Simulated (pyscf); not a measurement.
Thermochemistry of product channels of `[CH]#[C][CH]=[CH2]` + `[H]` [doublet] on the doublet surface, in kJ/mol, from CCSD(T)/def2-TZVPP + ΔMP2(QZVPP) energies (ideal gas, 1 atm, RRHO with modes under 100 cm⁻¹ raised to 100, one conformer, R ln 2 for chiral ones without a mode under 150 cm⁻¹). PySCF, gas phase, ωB97X-D3(BJ)/def2-SVP geometries. MP2 and CC: frozen core, UHF for open shells. ΔMP2 is the change of the MP2 total energy from the triple- to the quadruple-zeta basis.

```
products                                 ΔE  ΔH(298 K)  ΔG(600 K)   ΔG(900 K)
-------------------------------  ----------  ---------  ---------  ----------
`[CH]#[C][CH2][CH2]` [doublet]   (withheld)     -130.9      -77.0       -48.7
`[CH]=[CH][CH]=[CH2]` [doublet]      -159.0     -137.9      -74.6  (withheld)
```

Problem. Complete the blanks.

Solution. 
- `[CH]#[C][CH2][CH2]` [doublet], ΔE: -148.5
- `[CH]=[CH][CH]=[CH2]` [doublet], ΔG(900 K): -40.5

These are energies of the channels, which say nothing of barriers. HC≡C–CH₂–CH₂• lies 61.7 kJ/mol over its isomer •HC=C=CH–CH₃ (electronic energy, ωB97M-D3(BJ)/def2-TZVP). •HC=CH–CH=CH₂ lies 47.1 kJ/mol over its isomer •HC=C=CH–CH₃ (electronic energy, ωB97M-D3(BJ)/def2-TZVP). The CCSD(T) − MP2 part came from Ansatz, without density fitting, on the same reference. An open-shell T1 diagnostic exceeds 0.045. A UHF reference is spin-contaminated (<S²> up to 1.26), which harms MP2 most.
